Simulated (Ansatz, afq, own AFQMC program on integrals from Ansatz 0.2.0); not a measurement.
AFQMC on a folder of integrals that Ansatz 0.2.0 wrote.

```yaml
crystal:
  periodic: [false, false, false]
  atoms:
    - {symbol: Si, position_ang: [-0.000251, -0.085899, 0.595823]}
    - {symbol: B, position_ang: [-0.000251, 0.089978, -1.333029]}
    - {symbol: H, position_ang: [-0.000251, 1.095032, 1.517692]}
    - {symbol: H, position_ang: [0.226968, 1.177233, -1.780603]}
    - {symbol: H, position_ang: [-0.217038, -0.843831, -2.041413]}
basis:
  gaussian: {orbitals: cc-pVDZ}
magnetization: {spin_polarized: true, initial_magnetization: 2}
correlation: {method: ccsd_t, electrons: outside_noble_gas, hamiltonian_folder: ham}
```

```sh
$ ansatz run in.yaml --threads 1 --pin off --events-out ev --progress --plain --max-ram 1382MiB
```

afq runs on the folder ham with

```
--method phaseless --trial cisd --walkers 60 --populations 1 --least-time 40 --time-step 0.005 --steps-per-block 50 --equilibration-blocks 28 --max-blocks 300 --target-error 0.00038 --factor-cut 1e-05 --start spin_pure --seed 8910 --release-times 0.24,0.51,0.99,1.62,2.4 --release-step 0.03 --release-every 4 --taylor-order 6
```

Times are imaginary, in 1/Eh. The walk had a cap of 1573 s.

```
orbitals 41  electrons 6 4  factors 320 of 444
reference energy -315.26971554 Eh
CCSD correlation -0.18838457 Eh in 12 cycles, weight of the determinant in the CISD state 0.8831
energy of the start -315.457914 Eh
 block  time / (1/Eh)  mean weight  energy / Eh
     1     0.250  0.9994  -315.455880
     2     0.500  1.0025  -315.456045
     3     0.750  0.9989  -315.458802
     4     1.000  0.9993  -315.461133
     5     1.250  0.9999  -315.460684
    10     2.500  0.9968  -315.468393
    29     7.250  1.0009  -315.462398
    41    10.250  1.0010  -315.459635
    49    12.250  1.0004  -315.467566
    69    17.250  1.0013  -315.466028
    89    22.250  0.9993  -315.466961
   109    27.250  0.9999  -315.466875
   129    32.250  1.0013  -315.462807
   149    37.250  0.9997  -315.467207
   169    42.250  0.9988  -315.463685
   181    45.250  0.9996  -315.472990
   185    46.250  0.9995  -315.463414
blocks merged  error / Eh  count
     1  0.000230  160
     2  0.000295  80
     4  0.000337  40
     8  0.000322  20
    16  0.000381  10
released: time / (1/Eh)  energy / Eh  error  mean overlap
  0.24  -315.465095  0.000458  0.9929
  0.51  -315.465371  0.000372  0.9780
  0.99  -315.465806  0.000414  0.9557
  1.62  -315.465368  0.000382  0.9521
  2.40  -315.465785  0.000527  0.9308
energy -315.464376 +/- 0.000337 Eh
(rows thinned)
```

Task: Estimate how long the walk took on 1 thread of Arm Neoverse V2, on a shared host.

Result: 4.1 min of wall time.

The run passed its tests (sampling time, drift between the halves within three errors, error under three times the target), which doesn't prove that it has relaxed.

Against this walk (error 9.2 meV) on the same determinant: CCSD(T) 27.6 meV higher, CCSDT(Q) 14.2 meV lower (within the noise). The error is statistical and leaves out the bias of the constraint. Released to 2.40 1/Eh the energy lies 38 ± 17 meV (both errors) below the phaseless value, which shows part or all of the bias of the constraint, and CCSDT(Q) lies 24.1 meV above the released value.

Cautions: constraint bias not in the error; lower spins were not checked.

CCSDT and higher add their correlation energy to the determinant of the CCSD(T) run, since their own runs factorise the integrals more tightly (a shift of under 2 meV).
